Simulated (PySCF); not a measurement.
NaP⁺: energy against distance

Set-up: basis Na pcseg-2, P pcseg-2; no relativity; PySCF 2.14. Energies in eV from Na⁺ + P in their ground configurations at the same level. State: ⁴Σ⁻ (quartet), unpaired electrons σ ↑, π ↑↑.

All columns are PBE0. A positive dipole points towards P; it is taken about the centre of mass and depends on that origin.

| R (Å) | E (eV) | μ (D) | Mulliken charge on Na (basis-dependent) | HOMO (eV) | LUMO (eV) | Mayer bond order | ⟨S²⟩ |
| --- | --- | --- | --- | --- | --- | --- | --- |
| 2.623 | -0.099 | -5.37 | 0.84 | -12.76 | -8.53 | 0.29 | 3.75 |
| 2.745 | -0.173 | -5.73 | 0.86 | -12.59 | -8.42 | 0.26 | 3.75 |
| 2.867 | -0.212 | -6.11 | 0.87 | -12.43 | -8.29 | 0.23 | 3.75 |
| 2.958 | -0.225 | -6.41 | 0.89 | -12.32 | -8.19 | 0.21 | 3.75 |
| 3.050 | -0.228 | -6.71 | 0.90 | -12.20 | -8.08 | 0.19 | 3.75 |
| 3.142 | -0.224 | -7.01 | 0.91 | -12.09 | -7.98 | 0.18 | 3.75 |
| 3.264 | -0.212 | -7.43 | 0.92 | -11.95 | -7.83 | 0.16 | 3.75 |
| 3.416 | -0.191 | -7.96 | 0.93 | -11.78 | -7.65 | 0.13 | 3.75 |
| 3.599 | -0.162 | -8.60 | 0.94 | -11.58 | -7.45 | 0.11 | 3.75 |
| 3.843 | -0.126 | -9.45 | 0.96 | -11.33 | -7.18 | 0.08 | 3.75 |

A fit through these points gives, at Re = 3.041 Å, μ = -6.67 D and dμ/dR = -3.31 D/Å; the reduced mass is 13.2 u.

Question: How strong is the fundamental in the double-harmonic approximation, I = 42.26·(dμ/dR)²/μred km/mol?

Answer: I = 42.26·(-3.31)²/13.2 = 35.1 km/mol at PBE0.

The bond is weak. Basis-set superposition, not corrected here, can be much of De in a small basis, most of all at correlated wavefunction levels. For an ion De counts to the pair picked by the measured ionisation energies or electron affinities, which need not be the lowest pair at this level. The state is the lowest determinant that a PBE0 search found; another state may lie lower at other levels.
